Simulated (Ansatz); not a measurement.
LiHO, singlet: a pair in one relaxed arrangement.

The input file, in.yaml:

```yaml
crystal:
  periodic: [false, false, false]
  atoms:
    - {symbol: Li, position_ang: [-0.010763, -0.076564, -1.361304]}
    - {symbol: O, position_ang: [0.001570, 0.011176, 0.207219]}
    - {symbol: H, position_ang: [0.009194, 0.065388, 1.154086]}
basis:
  gaussian: {orbitals: def2-SVP}
correlation: {method: ccsd_t}
```

Run by:

```bash
ansatz run in.yaml --threads 2 --pin off --events-out ev --progress --plain --max-ram 5222MiB
```

Output of Ansatz 0.2.0:

```
Functional definition: HF
  name "HF"
  cite "Fock, Z. Phys. 61, 126 (1930) doi:10.1007/BF01340294"
  parent pbe
  exchange = exact_x
  correlation = 0
310 factors; integrals over basis functions are off by at most 9.5e-4 eV
mean field evaluation 1: about -2250.4855 eV, gradient 4.6e1 eV
mean field evaluation 2: about -2250.4858 eV, gradient 4.6e1 eV
mean field evaluation 4: about -2254.4088 eV, gradient 1.2e0 eV
mean field evaluation 8: about -2254.4132 eV, gradient 7.8e-6 eV
mean field evaluation 16: about -2254.4129 eV, gradient 3.2e-1 eV
mean field -2254.41324043 eV, -82.8481584895 hartree, gradient 1.3e-6 eV, S^2 0.000000; 0 other end points of the search recorded, 0 dependent functions left out
1 core orbitals not correlated: weight in the atoms' cores, before any rotation towards them, 1.000 or more for the frozen orbitals, at most 0.000 for the correlated occupied ones
reference -2254.41324043 eV, -82.8481584895 hartree; 5, 5 occupied and 22, 22 virtual orbitals, 310 factors
second order -5.69471497 eV of doubles, -0.00000000 eV of singles
cycle   1  -5.65272423 eV  change    4.2e-2 eV  update   7.0e-2
cycle   2  -5.77677461 eV  change   -1.2e-1 eV  update   2.2e-2
cycle   3  -5.82832735 eV  change   -5.2e-2 eV  update   1.4e-2
cycle   4  -5.82528097 eV  change    3.0e-3 eV  update   3.4e-3
cycle   5  -5.82244360 eV  change    2.8e-3 eV  update   1.2e-3
cycle   6  -5.82207171 eV  change    3.7e-4 eV  update   4.9e-4
cycle   7  -5.82204248 eV  change    2.9e-5 eV  update   1.1e-4
cycle   8  -5.82200420 eV  change    3.8e-5 eV  update   3.1e-5
cycle   9  -5.82199833 eV  change    5.9e-6 eV  update   8.5e-6
perturbative correction -0.10045015 eV, -0.0036914751 hartree
Total energy: -2260.33568891 eV, -83.0658044569 hartree
```

The run took about 0.15 s on 2 CPU threads of an Intel Xeon 6975P-C (shared host).
